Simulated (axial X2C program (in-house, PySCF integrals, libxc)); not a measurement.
# PAl⁺: properties at the nuclei

Aim: properties at the nuclei of PAl⁺, with spin–orbit coupling in the Hamiltonian from the start.

Computed with an in-house X2C program for linear molecules on PySCF integrals. Level: two-component X2C with atomic mean-field terms, P dyall-v3z, Al dyall-v3z.

All values are calculated.

## 1. The job

task.json reads:

```json
{
 "zs": [
  15,
  13
 ],
 "q": 1,
 "bas": [
  "dyall-v3z",
  "dyall-v3z"
 ],
 "r0": 2.15,
 "levels": [
  "PBE0",
  "HF",
  "B3LYP",
  "BHandHLYP",
  "LDA"
 ],
 "nst": 3
}
```

Keys: zs atomic numbers; q charge; bas basis sets; r0 starting distance in Å; levels methods (HF also brings MP2); nst determinants followed.

Run with:

```bash
python soeom.py task.json out
```

Nuclei are Gaussian, cores are contracted, and the Gaunt term is on.

## 2. Expectation values, lowest determinant

R = 2.491 Å. State: Ω = 3/2 (excess of +ω over −ω: ω = 3/2).

Output of the PBE0 run:

```text
two-component X2C + atomic mean field  PBE0
basis functions 95  fitting functions 600  grid points 4360
iter        total energy     max residual
   1       -584.397065791     1.15e-05
   2       -584.397065814     5.52e-06
   3       -584.397065818     3.35e-06
   4       -584.397065821     1.80e-06
   5       -584.397065821     1.15e-07
converged
one-electron -885.98842766  Coulomb 301.70938546  exact exchange -10.15849353  xc functional -31.30876775  nuclear repulsion 41.42495228  atomic mean-field constant -0.07571462
```

The highest occupied spinor is 38% P p, 30% Al p, 29% Al s.

```
    level  Eeff magnitude (GV/cm)  Ws magnitude P (kHz)  A∥/gI P (MHz)  qzz P (a.u.)  A∥/gI Al (MHz)  qzz Al (a.u.)
     PBE0                     0.1               0.00985          -95.9         -0.13             127          -0.62
       HF                   0.134                0.0103          -93.8          0.09            59.8          -0.65
    B3LYP                  0.0891                0.0112          -64.9         -0.14             142          -0.60
BHandHLYP                  0.0966                0.0125          -67.8         -0.04             120          -0.62
      LDA                  0.0782               0.00993          -57.9         -0.27             167          -0.57
```

Eeff is the effective electric field on the electron dipole moment in this Ω state and Ws the scalar–pseudoscalar constant (defined with the proton number Z and per Ω); A∥ is the parallel hyperfine constant, which follows by multiplying with the nuclear g factor gI = μI/(I μN); qzz is the electric field gradient, eQq0 = 234.96 MHz × Q/barn × qzz. The operators were transformed with the bare-nucleus X2C matrices.

## 3. Expectation values, a higher determinant

R = 2.491 Å. State: Ω = 1/2 (excess of +ω over −ω: 2 × ω = -1/2, ω = 3/2), 0.34 eV above the lowest in the PBE0 search for states (made at or near this distance, with looser thresholds).

Output of the PBE0 run:

```text
two-component X2C + atomic mean field  PBE0
basis functions 95  fitting functions 600  grid points 4360
iter        total energy     max residual
   1       -584.384639809     4.90e-05
   2       -584.384639796     5.78e-05
   3       -584.384639861     1.75e-06
   4       -584.384639862     7.66e-07
converged
one-electron -885.93820134  Coulomb 301.66058899  exact exchange -10.15515556  xc functional -31.30110960  nuclear repulsion 41.42495228  atomic mean-field constant -0.07571462
```

The highest occupied spinor is 44% P p, 34% Al p, 19% Al s.

```
    level  Eeff magnitude (GV/cm)  Ws magnitude P (kHz)  A∥/gI P (MHz)  qzz P (a.u.)  A∥/gI Al (MHz)  qzz Al (a.u.)
     PBE0                  0.0897                0.0472           -448         -0.21            -598          -0.74
       HF                  0.0992                0.0695           -305          0.00            -427          -0.84
    B3LYP                  0.0841                0.0469           -443         -0.19            -597          -0.71
BHandHLYP                  0.0865                0.0549           -400         -0.08            -523          -0.73
      LDA                  0.0859                0.0351           -470         -0.32            -741          -0.71
```

## 4. Expectation values, a higher determinant

R = 2.491 Å. State: Ω = 1/2 (excess of +ω over −ω: ω = 1/2), 1.16 eV above the lowest in the PBE0 search for states (made at or near this distance, with looser thresholds).

Output of the PBE0 run:

```text
two-component X2C + atomic mean field  PBE0
basis functions 95  fitting functions 600  grid points 4360
iter        total energy     max residual
   1       -584.354510137     1.49e-05
   2       -584.354510169     1.51e-05
   3       -584.354510182     8.43e-06
   4       -584.354510202     2.30e-06
   5       -584.354510203     1.97e-07
converged
one-electron -885.84644825  Coulomb 301.55210663  exact exchange -10.14084948  xc functional -31.26855675  nuclear repulsion 41.42495228  atomic mean-field constant -0.07571462
```

The highest occupied spinor is 85% P p, 9% Al p, 5% Al d.

```
    level  Eeff magnitude (GV/cm)  Ws magnitude P (kHz)  A∥/gI P (MHz)  qzz P (a.u.)  A∥/gI Al (MHz)  qzz Al (a.u.)
     PBE0                   0.111                0.0302           77.1         -0.38             542          -0.63
       HF                   0.143                0.0403          -6.93         -0.22             343          -0.72
    B3LYP                   0.102                0.0325            108         -0.40             556          -0.61
BHandHLYP                    0.11                0.0374           76.8         -0.29             481          -0.63
      LDA                   0.096                0.0259            131         -0.52             669          -0.59
```

## 5. Outcome

| quantity | value |
| --- | --- |
| lowest determinant | Ω = 3/2 (excess of +ω over −ω: ω = 3/2) |
| Eeff magnitude (GV/cm), PBE0 | 0.1 |
| Ws magnitude P (kHz), PBE0 | 0.00985 |
| A∥/gI P (MHz), PBE0 | -95.9 |
| qzz P (a.u.), PBE0 | -0.13 |
| higher determinant | Ω = 1/2 (excess of +ω over −ω: 2 × ω = -1/2, ω = 3/2) |
| Eeff magnitude (GV/cm), PBE0, higher determinant | 0.0897 |
| Ws magnitude P (kHz), PBE0, higher determinant | 0.0472 |
| A∥/gI P (MHz), PBE0, higher determinant | -448 |
| qzz P (a.u.), PBE0, higher determinant | -0.21 |
| higher determinant | Ω = 1/2 (excess of +ω over −ω: ω = 1/2) |
| Eeff magnitude (GV/cm), PBE0, higher determinant | 0.111 |
| Ws magnitude P (kHz), PBE0, higher determinant | 0.0302 |
| A∥/gI P (MHz), PBE0, higher determinant | 77.1 |
| qzz P (a.u.), PBE0, higher determinant | -0.38 |

In words: In the first state, the effective field runs from 0.0782 to 0.134 GV/cm over the mean-field levels. The expectation values come from single determinants, which for open shells can mix terms of unlike spin or miss the lowest Ω, so a determinant need not be a state. Eeff is the effective electric field on the electron dipole moment in this Ω state and Ws the scalar–pseudoscalar constant (defined with the proton number Z and per Ω); A∥ is the parallel hyperfine constant, which follows by multiplying with the nuclear g factor gI = μI/(I μN); qzz is the electric field gradient, eQq0 = 234.96 MHz × Q/barn × qzz. The operators were transformed with the bare-nucleus X2C matrices.
